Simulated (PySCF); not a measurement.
C4H5O2 (doublet state).
SMILES with atom numbers: `[O:1]=[C:2]1[CH2:3][CH:4][O:5][CH2:6]1` (hydrogens: H7, H8 on C3; H9 on C4; H10, H11 on C6)

Computed geometry: GFN2-xTB, gas phase. This method treats the open shell by occupation alone, without spin polarisation.

(1) What internal coordinates does the optimisation give?

Answers

(1) 
| bond | length (Å) |
| --- | --- |
| O1=C2 | 1.198 |
| C2–C3 | 1.512 |
| C3–C4 | 1.483 |
| C4–O5 | 1.375 |
| O5–C6 | 1.404 |
| C2–C6 | 1.521 |
| C3–H7, C3–H8 | 1.097 |
| C4–H9 | 1.072 |
| C6–H10, C6–H11 | 1.097 |

Bonds in one row agree within 0.01 Å and their mean is given. A selection of angles:
| angle | degrees |
| --- | --- |
| O1–C2–C3 | 127.8 |
| O1–C2–C6 | 125.9 |
| C3–C2–C6 | 106.3 |
| C2–C3–C4 | 103.0 |
| C2–C3–H7 | 110.1 |
| C4–C3–H7 | 114.1 |
| H7–C3–H8 | 106.3 |
| C3–C4–O5 | 112.6 |
| C3–C4–H9 | 126.3 |
| O5–C4–H9 | 114.7 |
| C4–O5–C6 | 109.7 |
| O5–C6–H10 | 110.4 |
| C2–C6–O5 | 107.8 |
| C2–C6–H10 | 109.8 |
| C2–C6–H11 | 111.3 |
| H10–C6–H11 | 108.1 |

Torsions: O1–C2–C3–C4 179° (antiperiplanar); C2–C3–C4–O5 6° (synperiplanar); C3–C4–O5–C6 -9° (synperiplanar); C4–O5–C6–C2 8° (synperiplanar); O1–C2–C6–O5 176° (antiperiplanar). The mirror-image conformer, all signs reversed, is as good.

The 3 C–C bonds span 1.483 Å (C3–C4, drawn single) to 1.521 Å (C2–C6, drawn single), a spread of 0.038 Å. The 3 C–O bonds span 1.198 Å (O1=C2, drawn double) to 1.404 Å (O5–C6, drawn single), a spread of 0.206 Å. C4 (carbon bonded to C, O and H) has angles 126.3°, 114.7° and 112.6°, sum 353.6°, 0.19 Å off the plane of its three neighbours. C2 (carbon bonded to 2 C and O) is planar (angles 127.8°, 125.9° and 106.3°, sum 360.0°, 0.00 Å off the plane of its three neighbours). The 5-membered ring C2–C3–C4–O5–C6 has internal angles of 103.0° to 112.6° (sum 539°, against 540° for a flat polygon); it is slightly puckered (a soft mode that the optimisation may not have finished), 0.03 Å rms from its mean plane, widest ring torsion 9°.

Point group: near Cs, missed by 0.34 Å at most; the miss may be what the optimiser left on a soft mode. No frequency check.
